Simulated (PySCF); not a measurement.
C3H6NO (doublet state).
Numbering: `[CH2:1][NH:2][C:3]([CH3:4])=[O:5]` (hydrogens: H6, H7 on C1; H8 on N2; H9, H10, H11 on C4)

Geometry (GFN2-xTB, Å), atoms numbered from 1 in this order:
```
atom  x, y, z in Å
C1     2.018    0.071    0.103
N2     0.699   -0.124    0.344
C3    -0.313    0.228   -0.523
C4    -1.688   -0.108    0.008
O5    -0.091    0.752   -1.597
H6     2.290    0.535   -0.822
H7     2.735   -0.226    0.837
H8     0.438   -0.558    1.219
H9    -2.432    0.193   -0.723
H10   -1.874    0.419    0.942
H11   -1.777   -1.179    0.186
```

The hyperfine couplings belong to this conformer and change with its torsions.

Computed, not measured: PySCF 2.14.0, UKS B3LYP, pcH-1 on C H N O, non-relativistic, mean-field spin-orbit, GIAO. Geometry: GFN2-xTB, one conformer, isolated molecule. A GFN2-xTB geometry isn't a minimum of the functional, and hyperfine couplings can be far from their values at a DFT geometry. The SCF solution wasn't tested for stability.

**Question.** Give the principal g shifts and their parts.

**Answer.** 
```csv
Δg (ppm),1,2,3
relativistic mass correction,-171,-171,-171
gauge correction,-2,42,32
orbital Zeeman/spin–orbit,-2,866,1421
total,-174,736,1282
```

So g = 2.00214, 2.00306, 2.00360 and g_iso = 2.00293; the tensor is rhombic: the two nearest values differ by 37 % of g3 − g1. Axes: g3 points within 5° of the C1–H7 bond.

**Question.** What effective moment and Curie constant follow for a powder?

**Answer.** With the mean of g² = 4.0117 and S(S+1) = 0.75: μ_eff = √(⟨g²⟩S(S+1)) = 1.735 μB and χT = 0.12505·⟨g²⟩·S(S+1) = 0.376 cm³ K/mol (cgs; spin-Hamiltonian part alone).

**Question.** What are the electron Larmor frequencies g μB B/h along the three axes at 3350 mT?

**Answer.** 93.8754, 93.9181, 93.9437 GHz for g1, g2 and g3, a range of 68.3 MHz.

**Question.** At 9.77 GHz, how far is the centre of the isotropic spectrum from where a free electron (g = 2.002319) resonates?

**Answer.** B = hν/(g μB) with μB/h = 13.99624 MHz/mT gives 348.62 mT for the free electron and 348.51 mT at g_iso, 0.11 mT lower.

**Question.** In a frozen sample, at which fields do the three g values resonate at 9.5, 34, 94 and 263 GHz (hyperfine left aside), and which band first spreads them over more than twice a line width of 1.0 mT?

**Answer.** 
| band | GHz | B(g3) mT | B(g2) mT | B(g1) mT | spread mT |
| --- | --- | --- | --- | --- | --- |
| X | 9.5 | 338.77 | 338.86 | 339.01 | 0.25 |
| Q | 34.0 | 1212.43 | 1212.76 | 1213.31 | 0.88 |
| W | 94.0 | 3352.01 | 3352.92 | 3354.45 | 2.44 |
| J | 263.0 | 9378.49 | 9381.04 | 9385.31 | 6.82 |

The spread grows in proportion to the frequency. W band is the first where it exceeds 2.0 mT.

The largest Mulliken spin populations are on C1 (+0.90), O5 (+0.10) and C3 (+0.06). No atom but C1 exceeds +0.15. The angles at C1 add up to 360.0°, so it is planar; its axial dipolar tensor and the negative couplings of its protons fit spin in a p orbital normal to that plane.

The HOMO–LUMO gaps are 5.15 eV among the α and 5.68 eV among the β orbitals.

Hardware: Arm Neoverse V1, one thread, no GPU (shared host). Cost: 22 s wall (grids of density and orbitals included), 0.56 GiB resident at most.
